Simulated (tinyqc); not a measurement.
UHF in the sto-6g basis, for H3O+, spin multiplicity 1, step by step. One step of it, computed by the program tinyqc.

Task: Iteration 1: diagonalisation and new density. Diagonalise F' = X^T F X, C = X C', fill 5 alpha and 5 beta electrons from the bottom; D(s) = C_occ C_occ^T; the new density keeps 0.5 of the old one (damping). Each column has its largest component positive (the first on a tie).

F(alpha) (hartree), lower triangle:
```
             1O 1s      1O 2s     1O 2px     1O 2py     1O 2pz      2H 1s      3H 1s      4H 1s
1O 1s   -19.589929
1O 2s    -4.798442  -2.104069
1O 2px    0.000032   0.000252  -0.212431
1O 2py    0.000000   0.000000   0.000000  -0.212411
1O 2pz    0.003818   0.051027  -0.000083   0.000000  -0.022304
2H 1s    -0.598940  -0.548900  -0.273502   0.000000  -0.021972  -0.332435
3H 1s    -0.598150  -0.548371   0.136845  -0.236850  -0.020707  -0.133563  -0.333025
4H 1s    -0.598150  -0.548371   0.136845   0.236850  -0.020707  -0.133563  -0.133347  -0.333025
```

F(beta) (hartree), lower triangle:
```
             1O 1s      1O 2s     1O 2px     1O 2py     1O 2pz      2H 1s      3H 1s      4H 1s
1O 1s   -19.590207
1O 2s    -4.796904  -2.098191
1O 2px    0.000024   0.000232  -0.211390
1O 2py    0.000000   0.000000   0.000000  -0.211402
1O 2pz   -0.000190   0.065699   0.000090   0.000000  -0.032031
2H 1s    -0.598952  -0.536856  -0.272029   0.000000   0.133312  -0.338159
3H 1s    -0.598158  -0.536528   0.136126  -0.235599   0.131967  -0.137067  -0.338647
4H 1s    -0.598158  -0.536528   0.136126   0.235599   0.131967  -0.137067  -0.136822  -0.338647
```

X, lower triangle:
```
            1O 1s      1O 2s     1O 2px     1O 2py    1O 2pz      2H 1s      3H 1s     4H 1s
1O 1s    1.022404
1O 2s   -0.132273   1.141094
1O 2px  -0.000005   0.000061   1.053647
1O 2py   0.000000   0.000000   0.000000   1.053560
1O 2pz   0.001885  -0.017962  -0.000011   0.000000  1.002684
2H 1s    0.014281  -0.165323  -0.165810   0.000000  0.024798   1.079904
3H 1s    0.014268  -0.165113   0.082858  -0.143442  0.024759  -0.031461   1.079752
4H 1s    0.014268  -0.165113   0.082858   0.143442  0.024759  -0.031461  -0.031451  1.079752
```

D(alpha) at the start, lower triangle:
```
            1O 1s      1O 2s     1O 2px     1O 2py    1O 2pz     2H 1s     3H 1s     4H 1s
1O 1s    1.061205
1O 2s   -0.273480   1.224876
1O 2px  -0.000008   0.000130   1.095021
1O 2py   0.000000   0.000000   0.000000   1.094868
1O 2pz   0.023187  -0.193388  -0.000805   0.000000  0.892972
2H 1s    0.025055  -0.127256  -0.142499   0.000000  0.242486  0.089060
3H 1s    0.025059  -0.126865   0.070933  -0.123113  0.238099  0.060172  0.086748
4H 1s    0.025059  -0.126865   0.070933   0.123113  0.238099  0.060172  0.059061  0.086748
```

D(beta) at the start, lower triangle:
```
            1O 1s      1O 2s     1O 2px     1O 2py     1O 2pz     2H 1s     3H 1s     4H 1s
1O 1s    1.062658
1O 2s   -0.284074   1.290790
1O 2px  -0.000048   0.000325   1.095022
1O 2py   0.000000   0.000000   0.000000   1.094868
1O 2pz  -0.004789   0.094160   0.000708   0.000000   0.817576
2H 1s    0.035737  -0.173977  -0.142523   0.000000  -0.192704  0.081920
3H 1s    0.035527  -0.172624   0.070910  -0.123113  -0.188575  0.053102  0.079748
4H 1s    0.035527  -0.172624   0.070910   0.123113  -0.188575  0.053102  0.052061  0.079748
```

overlap S, lower triangle:
```
           1O 1s     1O 2s     1O 2px     1O 2py     1O 2pz     2H 1s     3H 1s     4H 1s
1O 1s   1.000000
1O 2s   0.231145  1.000000
1O 2px  0.000000  0.000000   1.000000
1O 2py  0.000000  0.000000   0.000000   1.000000
1O 2pz  0.000000  0.000000   0.000000   0.000000   1.000000
2H 1s   0.028578  0.310471   0.281257   0.000000  -0.047449  1.000000
3H 1s   0.028539  0.310184  -0.140572   0.243367  -0.047391  0.097822  1.000000
4H 1s   0.028539  0.310184  -0.140572  -0.243367  -0.047391  0.097822  0.097798  1.000000
```

Give: F' = X^T F X; orbital energies; coefficients C; F' = X^T F X; orbital energies; coefficients C; D(alpha) after iteration 1; D(beta) after iteration 1.

Result:

F' = X^T F X (alpha) (hartree), lower triangle:
```
          1        2        3        4        5        6        7        8
1  -19.2631
2   -2.4670  -1.1436
3    0.0000   0.0004  -0.1007
4    0.0000   0.0000   0.0000  -0.1008
5    0.0024   0.0575   0.0001   0.0000  -0.0276
6   -0.0662  -0.2434  -0.2579   0.0000  -0.0357  -0.1487
7   -0.0661  -0.2430   0.1289  -0.2231  -0.0343  -0.0456  -0.1496
8   -0.0661  -0.2430   0.1289   0.2231  -0.0343  -0.0456  -0.0453  -0.1496
```

orbital energies (alpha) (hartree): MO1 -19.5944, MO2 -1.0211, MO3 -0.4181, MO4 -0.4178, MO5 -0.1090, MO6 0.0500, MO7 0.2130, MO8 0.2138

coefficients C (alpha):
```
            MO1      MO2      MO3      MO4      MO5      MO6      MO7      MO8
1O 1s    0.9960  -0.2302   0.0000  -0.0001   0.0955  -0.0967   0.0000  -0.0005
1O 2s    0.0179   0.8920   0.0000   0.0002  -0.5568   0.5439   0.0000   0.0030
1O 2px   0.0000  -0.0003   0.0000   0.5996  -0.0016  -0.0059   0.0000   0.8898
1O 2py   0.0000   0.0000   0.5991   0.0000   0.0000   0.0000   0.8901   0.0000
1O 2pz  -0.0006  -0.0197   0.0000   0.0018   0.7313   0.6872   0.0000   0.0046
2H 1s   -0.0027   0.1196   0.0000   0.5260   0.4486  -0.3930   0.0000  -0.7596
3H 1s   -0.0027   0.1196   0.4560  -0.2630   0.4484  -0.3985  -0.6558   0.3770
4H 1s   -0.0027   0.1196  -0.4560  -0.2630   0.4484  -0.3985   0.6558   0.3770
```

F' = X^T F X (beta) (hartree), lower triangle:
```
          1        2        3        4        5        6        7        8
1  -19.2638
2   -2.4647  -1.1488
3    0.0000   0.0003  -0.1004
4    0.0000   0.0000   0.0000  -0.1005
5    0.0028  -0.0003  -0.0001   0.0000  -0.0151
6   -0.0679  -0.2316  -0.2558   0.0000   0.1197  -0.1516
7   -0.0678  -0.2314   0.1279  -0.2214   0.1182  -0.0450  -0.1525
8   -0.0678  -0.2314   0.1279   0.2214   0.1182  -0.0450  -0.0448  -0.1525
```

orbital energies (beta) (hartree): MO1 -19.5947, MO2 -1.0176, MO3 -0.4172, MO4 -0.4169, MO5 -0.2137, MO6 0.1561, MO7 0.2090, MO8 0.2098

coefficients C (beta):
```
            MO1      MO2      MO3      MO4      MO5      MO6      MO7      MO8
1O 1s    0.9960  -0.2285   0.0000   0.0001  -0.1155   0.0764   0.0000  -0.0013
1O 2s    0.0177   0.8851   0.0000  -0.0006   0.6298  -0.4704   0.0000   0.0079
1O 2px   0.0000  -0.0003   0.0000   0.5969   0.0020   0.0160   0.0000   0.8915
1O 2py   0.0000   0.0000   0.5965   0.0000   0.0000   0.0000   0.8918   0.0000
1O 2pz  -0.0004  -0.0900   0.0000  -0.0022   0.6271   0.7785   0.0000  -0.0140
2H 1s   -0.0026   0.1207   0.0000   0.5286  -0.4230   0.4107   0.0000  -0.7630
3H 1s   -0.0026   0.1208   0.4579  -0.2638  -0.4235   0.4291  -0.6544   0.3711
4H 1s   -0.0026   0.1208  -0.4579  -0.2638  -0.4235   0.4291   0.6544   0.3711
```

D(alpha) after iteration 1, lower triangle:
```
          1O 1s    1O 2s   1O 2px   1O 2py  1O 2pz   2H 1s   3H 1s   4H 1s
1O 1s    1.0576
1O 2s   -0.2571   1.1654
1O 2px  -0.0001   0.0004   0.7273
1O 2py   0.0000   0.0000   0.0000   0.7269
1O 2pz   0.0485  -0.3091  -0.0004   0.0000  0.7141
2H 1s    0.0188  -0.1352   0.0861   0.0000  0.2846  0.2907
3H 1s    0.0189  -0.1350  -0.0437   0.0750  0.2816  0.0687  0.2896
4H 1s    0.0189  -0.1350  -0.0437  -0.0750  0.2816  0.0687  0.0678  0.2896
```

D(beta) after iteration 1, lower triangle:
```
          1O 1s    1O 2s   1O 2px   1O 2py   1O 2pz   2H 1s   3H 1s   4H 1s
1O 1s    1.0601
1O 2s   -0.2707   1.2356
1O 2px  -0.0001   0.0005   0.7257
1O 2py   0.0000   0.0000   0.0000   0.7253
1O 2pz  -0.0285   0.2047   0.0004   0.0000   0.6095
2H 1s    0.0272  -0.1670   0.0861   0.0000  -0.2350  0.2775
3H 1s    0.0271  -0.1662  -0.0437   0.0750  -0.2322  0.0537  0.2765
4H 1s    0.0271  -0.1662  -0.0437  -0.0750  -0.2322  0.0537  0.0530  0.2765
```
